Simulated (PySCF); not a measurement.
# Si₃: relaxation and vibrations of the singlet

Aim: relax Si₃ as a singlet from a linear chain start, check by its vibrations whether the end is a minimum, and collect its spectrum and constants.

Program: PySCF 2.14.0. Level of theory: PBE0, basis Si def2-TZVP, no relativity, density fitting. These are calculated values, not measurements.

## (1) The starting structure

3 atoms, charge 0, spin multiplicity 1.

Bond lengths: Si1–Si2 2.204 Å, Si1–Si3 2.204 Å. Angles: Si2–Si1–Si3 180.0°.

Coordinates in bohr (charge 0 multiplicity 1):
```
Si    0.0000    0.0000    0.0000
Si    0.0000    0.0000    4.1650
Si    0.0000    0.0000   -4.1650
```

## (2) Finding the electronic state

The steps below are one call of a driver around PySCF. For each, scf.py gives the equivalent set-up of the SCF; relaxations use the driver's own optimiser. After this first run the driver tries any further starts and a stability analysis.

Contents of scf.py:

```python
from pyscf import gto, scf, dft
mol = gto.M(atom='''
Si     0.000000     0.000000     0.000000
Si     0.000000     0.000000     2.204000
Si     0.000000     0.000000    -2.204000''',
    basis={'Si': 'def2-TZVP'},
    charge=0, spin=0)
mf = dft.RKS(mol, xc='PBE0')
mf.grids.atom_grid = (50, 194)
aux = {'Si': 'def2-universal-JKFIT'}
mf = mf.density_fit(auxbasis=aux)
mf.conv_tol = 1e-08
mf.diis_space = 10
mf.max_cycle = 60
mf.init_guess = 'minao'
mf.verbose = 4
mf.kernel()
```

On the command line:

```bash
OMP_NUM_THREADS=2 python axn.py task.json out
```

Output:

```text
init E= -868.057907341737
  HOMO = -0.216809916704465  LUMO = -0.143545053880745  gap/eV = 1.99364
cycle= 1 E= -867.959383459007  delta_E= 0.0985  |g|= 0.263  |ddm|= 1.68
  HOMO = -0.206673695910224  LUMO = -0.140027651855769  gap/eV = 1.81353
cycle= 2 E= -867.905250686822  delta_E= 0.0541  |g|= 0.417  |ddm|= 0.773
  HOMO = -0.232993803486918  LUMO = -0.139072819882674  gap/eV = 2.55572
cycle= 3 E= -867.982855074249  delta_E= -0.0776  |g|= 0.0513  |ddm|= 0.526
  HOMO = -0.228869911516877  LUMO = -0.13710409045049  gap/eV = 2.49708
cycle= 4 E= -867.983649760246  delta_E= -0.000795  |g|= 0.00377  |ddm|= 0.0568
  HOMO = -0.229422678653402  LUMO = -0.1374369733266  gap/eV = 2.50306
cycle= 5 E= -867.983653474072  delta_E= -3.71e-06  |g|= 0.000713  |ddm|= 0.00864
  HOMO = -0.229258645349011  LUMO = -0.137302211681886  gap/eV = 2.50226
cycle= 6 E= -867.983653682906  delta_E= -2.09e-07  |g|= 0.000122  |ddm|= 0.00156
  HOMO = -0.229274704413042  LUMO = -0.137311255741171  gap/eV = 2.50245
cycle= 7 E= -867.98365368998  delta_E= -7.07e-09  |g|= 2.52e-05  |ddm|= 0.00021
  HOMO = -0.229270326678433  LUMO = -0.137311432771373  gap/eV = 2.50233
Extra cycle  E= -867.983653689471  delta_E= 5.09e-10  |g|= 4.07e-05  |ddm|= 7.96e-05
converged SCF energy = -867.983653689471
```

This step, with its further starts and checks, needed 7.3 s of wall time on 2 threads of Arm Neoverse V2, shared host.

The starts that the driver tried:

```tsv
start	energy (Eh)
the minimal-basis guess	-867.983654
a thermally smeared density	-867.983654
a smeared PBE density	-867.983654
```

The test of internal stability and the other starts found no lower closed-shell solution.

## (3) Linear chain start, singlet: relaxation

The program finds D∞h symmetry in the start, which this walk keeps. The walk stops when the largest gradient is under 0.0003 Eh/bohr and the energy has settled too.

Edit scf.py of step 2 so:

```diff
@@ -15 +14,0 @@
-mf.init_guess = 'minao'
```

The optimiser's trace:

```tsv
step	energy (Eh)	change (kJ/mol)	largest symmetric gradient (Eh/bohr)
0	-867.983654	0.00	0.01206
1	-867.984552	-2.36	0.00134
2	-867.984562	-2.39	0.00010
3	-867.984562	-2.39	0.00000
```

The walk took 3.9 s.

After 3 steps and 2.4 kJ/mol it ends at D∞h: Si–Si 2.165 Å (×2); Si–Si–Si 180.0°.

## (4) Vibrations and properties at this point

The point is checked on the finer grid, and tightened if its gradient asks for it. The Hessian and the dipole derivatives come from central differences of analytic gradients, with steps of 0.02 bohr.

Edit scf.py of step 3 so:

```diff
@@ -3,3 +3,3 @@
-Si     0.000000     0.000000     0.000000
-Si     0.000000     0.000000     2.204000
-Si     0.000000     0.000000    -2.204000''',
+Si    -0.000000     0.000000     0.000000
+Si     0.000000     0.000000     2.165082
+Si    -0.000000     0.000000    -2.165082''',
@@ -9 +9 @@
-mf.grids.atom_grid = (50, 194)
+mf.grids.atom_grid = (75, 302)
@@ -12 +12 @@
-mf.conv_tol = 1e-08
+mf.conv_tol = 1e-10
```

This SCF starts from the last density.

SCF at the final geometry:

```text
init E= -867.984567976183
  HOMO = -0.23277428691527  LUMO = -0.137364593615675  gap/eV = 2.59623
cycle= 1 E= -867.98456797572  delta_E= 4.63e-10  |g|= 3.05e-05  |ddm|= 3.22e-05
  HOMO = -0.232774161056627  LUMO = -0.137364592310079  gap/eV = 2.59623
cycle= 2 E= -867.984567963723  delta_E= 1.2e-08  |g|= 0.000155  |ddm|= 0.000163
  HOMO = -0.2327742009155  LUMO = -0.13736459603187  gap/eV = 2.59623
cycle= 3 E= -867.984567976204  delta_E= -1.25e-08  |g|= 6.38e-07  |ddm|= 0.000137
  HOMO = -0.232774247654692  LUMO = -0.137364599704647  gap/eV = 2.59623
cycle= 4 E= -867.984567976203  delta_E= 9.09e-13  |g|= 7.87e-09  |ddm|= 7.35e-07
  HOMO = -0.232774245384971  LUMO = -0.137364597119192  gap/eV = 2.59623
Extra cycle  E= -867.984567976204  delta_E= -1.36e-12  |g|= 4.99e-09  |ddm|= 2.18e-08
converged SCF energy = -867.984567976204
```

The whole step took 12 s.

Geometry: D∞h; Si–Si 2.165 Å (×2); Si–Si–Si 180.0°.

Modes, for the most abundant isotopes:

```csv
symmetry,ω (cm⁻¹),IR (km/mol),μ (u),type
πu,72i,0.0,27.98,bend
σg+,410,0.0,27.98,stretch
σu+,689,252,27.98,stretch
```

With 2 modes imaginary (up to 72i cm⁻¹) this point is a saddle.

Properties at this point:

- Dipole moment: 0.00 D
- Highest occupied level: -6.33 eV
- Lowest empty level: -3.74 eV
- Rotational constants: 0.06427 cm⁻¹
- Zero-point energy (real modes): 6.6 kJ/mol
- Principal polarisabilities: 66.5, 66.5, 215.0 bohr³
- Atomisation energy without zero-point energy: 620 kJ/mol
- Principal traceless quadrupole moments about the centre of mass: -0.87, -0.87, 1.75 D Å

Charges (e) and bond orders:

| atom | Mulliken | Löwdin | polar tensor | Mayer order to Si1 |
| --- | --- | --- | --- | --- |
| Si1 | -0.09 | -0.21 | -0.74 | – |
| Si2,3 | 0.05 | 0.10 | 0.37 | 1.90 |

Outer orbital energies (eV). occupied: -99.21, -99.13, -15.23, -13.31, -9.28, -6.82, -6.33, -6.33; empty: -3.74, -3.74, -0.77, -0.77.

Mulliken populations on Si1: s 5.34, p 8.69, d 0.04, f 0.02.

## (5) Following the imaginary mode

The atoms are moved a little along the softest imaginary mode and relaxed again.

The program finds C2v symmetry in the start, which this walk keeps. The walk stops when the largest gradient is under 0.0003 Eh/bohr and the energy has settled too.

Edit scf.py of step 4 so:

```diff
@@ -3,3 +3,3 @@
-Si    -0.000000     0.000000     0.000000
-Si     0.000000     0.000000     2.165082
-Si    -0.000000     0.000000    -2.165082''',
+Si     0.000519     0.249999    -0.000000
+Si    -0.000259    -0.125000     2.165082
+Si    -0.000259    -0.125000    -2.165082''',
@@ -9 +9 @@
-mf.grids.atom_grid = (75, 302)
+mf.grids.atom_grid = (50, 194)
@@ -12 +12 @@
-mf.conv_tol = 1e-10
+mf.conv_tol = 1e-08
```

The optimiser's trace:

```tsv
step	energy (Eh)	change (kJ/mol)	largest symmetric gradient (Eh/bohr)
0	-867.984854	0.00	0.01060
1	-867.985738	-2.32	0.00251
2	-867.986274	-3.73	0.00474
3	-867.991535	-17.54	0.01028
4	-867.998352	-35.44	0.02225
5	-867.998354	-35.44	0.03210
6	-867.999919	-39.55	0.02685
7	-868.001967	-44.93	0.02181
8	-868.007795	-60.23	0.01092
9	-868.014869	-78.80	0.01575
10	-868.015059	-79.30	0.01283
11	-868.017334	-85.27	0.00110
12	-868.017371	-85.37	0.00027
13	-868.017373	-85.38	0.00002
```

The walk took 16 s.

Geometry (Å) and forces (eV/Å) at some steps:

```
step 0
Si   0.001   0.250   0.000   0.000  -0.050   0.000
Si   0.000  -0.125   2.165   0.000   0.025  -0.545
Si   0.000  -0.125  -2.165   0.000   0.025   0.545
step 1
Si   0.001   0.271   0.000   0.000   0.129   0.000
Si   0.000  -0.135   2.130   0.000  -0.065  -0.098
Si   0.000  -0.135  -2.130   0.000  -0.065   0.098
step 7
Si   0.002   0.906   0.000  -0.001  -0.624   0.000
Si  -0.001  -0.453   1.759   0.001   0.312  -1.122
Si  -0.001  -0.453  -1.759   0.001   0.312   1.122
step 13
Si   0.002   1.120   0.000   0.000  -0.001   0.000
Si  -0.001  -0.560   1.375   0.000   0.001   0.000
Si  -0.001  -0.560  -1.375   0.000   0.001   0.000
```

End point (C2v, 13 steps, 85.4 kJ/mol gained): Si–Si 2.170 Å (×2); Si–Si–Si 78.6°.

## (6) Vibrations and properties at this point

As before: finer grid, then central differences.

Edit scf.py of step 5 so:

```diff
@@ -3,3 +3,3 @@
-Si     0.000519     0.249999    -0.000000
-Si    -0.000259    -0.125000     2.165082
-Si    -0.000259    -0.125000    -2.165082''',
+Si     0.002323     1.119751    -0.000000
+Si    -0.001161    -0.559875     1.374551
+Si    -0.001161    -0.559875    -1.374551''',
@@ -9 +9 @@
-mf.grids.atom_grid = (50, 194)
+mf.grids.atom_grid = (75, 302)
@@ -12 +12 @@
-mf.conv_tol = 1e-08
+mf.conv_tol = 1e-10
```

SCF at the final geometry:

```text
init E= -868.017363456688
  HOMO = -0.228750043662332  LUMO = -0.137829416185504  gap/eV = 2.47408
cycle= 1 E= -868.017363456491  delta_E= 1.97e-10  |g|= 2.26e-05  |ddm|= 3.44e-05
  HOMO = -0.228750412830205  LUMO = -0.137829295660406  gap/eV = 2.47409
cycle= 2 E= -868.017363455294  delta_E= 1.2e-09  |g|= 5.55e-05  |ddm|= 8.44e-05
  HOMO = -0.228750264752584  LUMO = -0.137829472552633  gap/eV = 2.47408
cycle= 3 E= -868.017363456727  delta_E= -1.43e-09  |g|= 1.68e-06  |ddm|= 6.01e-05
  HOMO = -0.228750225093206  LUMO = -0.137829446095157  gap/eV = 2.47408
cycle= 4 E= -868.01736345673  delta_E= -2.96e-12  |g|= 2.52e-07  |ddm|= 1.94e-06
  HOMO = -0.228750187174027  LUMO = -0.137829406829475  gap/eV = 2.47408
Extra cycle  E= -868.017363456729  delta_E= 1.36e-12  |g|= 4.71e-07  |ddm|= 8e-07
converged SCF energy = -868.017363456729
```

The whole step needed 16 s of wall time on 2 threads of Arm Neoverse V2, shared host.

Geometry: C2v; Si–Si 2.170 Å (×2); Si–Si–Si 78.6°.

Modes, for the most abundant isotopes:

```json
{"symmetry": "a1", "ω (cm⁻¹)": "196", "IR (km/mol)": "5.1", "μ (u)": "27.98", "type": "bend"}
{"symmetry": "b2", "ω (cm⁻¹)": "553", "IR (km/mol)": "42.1", "μ (u)": "27.98", "type": "stretch"}
{"symmetry": "a1", "ω (cm⁻¹)": "568", "IR (km/mol)": "11.5", "μ (u)": "27.98", "type": "stretch"}
```

Every mode is real; the point is a minimum.

Properties at this point:

```yaml
Dipole_moment: 0.42 D
Highest_occupied_level: -6.22 eV
Lowest_empty_level: -3.75 eV
Rotational_constants: 0.3204, 0.1595, 0.1065 cm⁻¹
Zero-point_energy: 7.9 kJ/mol
Principal_polarisabilities: 60.6, 100.6, 127.1 bohr³
Atomisation_energy_without_zero-point_energy: 706 kJ/mol
Principal_traceless_quadrupole_moments_about_the_centre_of_mass: -2.57, 0.37, 2.21 D Å
Entropy_at_298.15_K_and_1_bar: 277.2 J/(mol K)
Heat_capacity_Cp_at_298.15_K: 50.3 J/(mol K)
Enthalpy_at_298.15_K_above_0_K: 12.37 kJ/mol
Rotational_symmetry_number: 2
```

Populations by atom (charges in e):

```csv
atom,Mulliken,Löwdin,polar tensor,Mayer order to Si1
Si1,-0.06,-0.10,-0.31,–
"Si2,3",0.03,0.05,0.16,1.69
```

Mulliken populations on Si1: s 5.60, p 8.33, d 0.13, f 0.01.

## (7) Would spin polarisation lower it?

At the lowest minimum the closed shell is tested against spin polarisation, on the (50, 194) grid. It is stable.

## (8) All stationary points

| spin | group | bonds | imaginary modes (cm⁻¹) | ΔE (kJ/mol) | with zero-point energy |
| --- | --- | --- | --- | --- | --- |
| singlet | C2v | Si–Si 2.170 Å (×2) | none | 0.0 | 0.0 |
| singlet | D∞h | Si–Si 2.165 Å (×2) | 72i, 72i | 86.1 | – |

## (9) What came out

```
                                 quantity                               value
                                  minimum                        singlet, C2v
                                 geometry  Si–Si 2.170 Å (×2); Si–Si–Si 78.6°
                       wavenumbers (cm⁻¹)        196 (a1), 553 (b2), 568 (a1)
                            dipole moment                              0.42 D
     highest occupied, lowest empty level                     -6.22, -3.75 eV
               polar-tensor charge of Si1                             -0.31 e
                        zero-point energy                          7.9 kJ/mol
                      entropy at 298.15 K                     277.2 J/(mol K)
atomisation energy (no zero-point energy)                          706 kJ/mol
```

What this shows: From D∞h at the start the molecule goes to a C2v minimum, after a stop at a second-order saddle point 86.1 kJ/mol higher, from which it was pushed off along an imaginary mode. In the infrared the band at 553 cm⁻¹ (b2, stretch) leads. Only this shape and spin were tried, so other structures or states may lie lower.

The search up to here took 57 s.
